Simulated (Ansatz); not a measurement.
# AlSiCl (triplet): wave-function methods side by side, def2-TZVPP

An exercise on one series of results from a longer session: the logs are not shown, and one member is left open.

Method: def2-TZVPP, core rule «outside noble gas», up to 15 orbitals frozen; program: Ansatz 0.2.0, Gaussian basis.

To be run: UHF; ROHF; CCSD(T) on UHF.

2 further runs of the same task are left out: 2 set aside as unsound or not needed.

## The geometry

The geometry is a PBE0/def2-TZVP stationary point (not a proven minimum) of the parent state, kept for this charge and spin.

3 atoms, charge 0, spin multiplicity 3.

Atoms are counted from 1 here; the program's logs count them from 0.

Bond lengths: Cl1–Al2 2.097 Å, Al2–Si3 2.363 Å. Angles: Cl1–Al2–Si3 180.0°.

Set-up of the first run:

File in.yaml:

```yaml
crystal:
  periodic: [false, false, false]
  atoms:
    - {symbol: Cl, position_ang: [0.000000, 0.000000, -2.185400]}
    - {symbol: Al, position_ang: [0.000000, 0.000000, -0.088700]}
    - {symbol: Si, position_ang: [0.000000, 0.000000, 2.274100]}
basis:
  gaussian: {orbitals: def2-TZVPP}
magnetization: {spin_polarized: true, initial_magnetization: 2}
hamiltonian: {xc: hf}
output: {orbitals: {seedname: orbitals}}
```

The run is started by

```sh
$ ansatz run in.yaml --threads 1 --pin off --events-out ev --progress --plain --max-ram 4096MiB --backend cpu
```

Steps of the session up to this table: UHF; ROHF; CCSD(T) on UHF.

One of the session's tables, all rows but one given; the rest of the session is left out.

| method | from UCCSD(T) (kcal/mol) |
| --- | --- |
| ROHF | +239.39 |
| UHF | +236.30 |
| UMP2 | ? |
| UCCSD | +11.62 |
| UCCSD(T) | 0 |

Estimate the missing values for UMP2.

As computed: from UCCSD(T) (kcal/mol): +35.56. In the column «from UCCSD(T) (kcal/mol)» it lies between UCCSD (+11.62) and UHF (+236.30).
